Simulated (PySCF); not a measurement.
## C₆H₈: full NMR table

```
Formula                               : C6H8
SMILES                                : C1CC2=C1CC2
InChI                                 : InChI=1S/C6H8/c1-2-6-4-3-5(1)6/h1-4H2
Point group of the computed structure : C2v
Degrees of unsaturation               : 3
Carbon signals                        : 2
Proton signals                        : 1
```

Molfile (atoms numbered from 1):
```
C6H8
     RDKit          3D

 14 15  0  0  0  0  0  0  0  0999 V2000
    1.6381    0.2065   -0.4460 C   0  0  0  0  0  0  0  0  0  0  0  0
    1.3146   -0.0245    1.0939 C   0  0  0  0  0  0  0  0  0  0  0  0
   -0.1298   -0.1444    0.6333 C   0  0  0  0  0  0  0  0  0  0  0  0
    0.1390    0.0468   -0.6458 C   0  0  0  0  0  0  0  0  0  0  0  0
   -1.3136    0.0163   -1.0949 C   0  0  0  0  0  0  0  0  0  0  0  0
   -1.6372   -0.2145    0.4451 C   0  0  0  0  0  0  0  0  0  0  0  0
    2.2859   -0.5589   -0.9043 H   0  0  0  0  0  0  0  0  0  0  0  0
    2.0587    1.1998   -0.6747 H   0  0  0  0  0  0  0  0  0  0  0  0
    1.5530    0.8367    1.7398 H   0  0  0  0  0  0  0  0  0  0  0  0
    1.7724   -0.9260    1.5337 H   0  0  0  0  0  0  0  0  0  0  0  0
   -1.6116   -0.8104   -1.7608 H   0  0  0  0  0  0  0  0  0  0  0  0
   -1.7184    0.9563   -1.5053 H   0  0  0  0  0  0  0  0  0  0  0  0
   -2.2272    0.5933    0.9088 H   0  0  0  0  0  0  0  0  0  0  0  0
   -2.1228   -1.1768    0.6776 H   0  0  0  0  0  0  0  0  0  0  0  0
  1  2  1  0
  2  3  1  0
  3  4  2  0
  4  5  1  0
  5  6  1  0
  4  1  1  0
  6  3  1  0
  1  7  1  0
  1  8  1  0
  2  9  1  0
  2 10  1  0
  5 11  1  0
  5 12  1  0
  6 13  1  0
  6 14  1  0
M  END
```

Calculated, not measured (PySCF): spin–spin couplings from B3LYP/pcJ-1 (without the spin–dipole term), shieldings: GIAO PBE/pcSseg-2, structure optimised with PBE0-D3(BJ)/def2-SVP. Equivalent nuclei averaged, gas phase, relativity neglected, single conformer.

δ = σ(ref) − σ, references computed at the same level: $^{1}$H, $^{13}$C vs TMS.

| carbon | δC, type | δH (multiplicity, J in Hz) | HMBC from (abs. J ≥ 3 Hz) | span of the C tensor (ppm) |
| --- | --- | --- | --- | --- |
| C1/C2/C5/C6 | 48.0, CH2 | 3.53 (s) | – | 48 |
| C3/C4 | 173.0, C | – | H7/H8/H9/H10/H11/H12/H13/H14 | 273 |

Selected couplings (Hz, signed; the shortest-range and largest first, 30 at most; isotopes $^{13}$C, $^{1}$H): $^{1}J$(C1,H7) 145.1, $^{1}J$(C1,C4) 36.1, $^{2}J$(C1,C3) -10.3.

Carbon types of the structure: 2 × C, 4 × CH2, which accounts for all hydrogens. δC 173.0: fully substituted alkene carbon. δC 48.0: allylic sp3 CH2; a saturated carbon with 2 carbon neighbours and no heteroatom attached. δH 3.53: hydrogen on an allylic sp3 CH2.

Shifts are as computed, not scaled to solution data. Of 1211 compounds with measured shifts, 218 miss one by over three times the rms of a fit or turn the order of signals round; such compounds aren't used in these exercises.
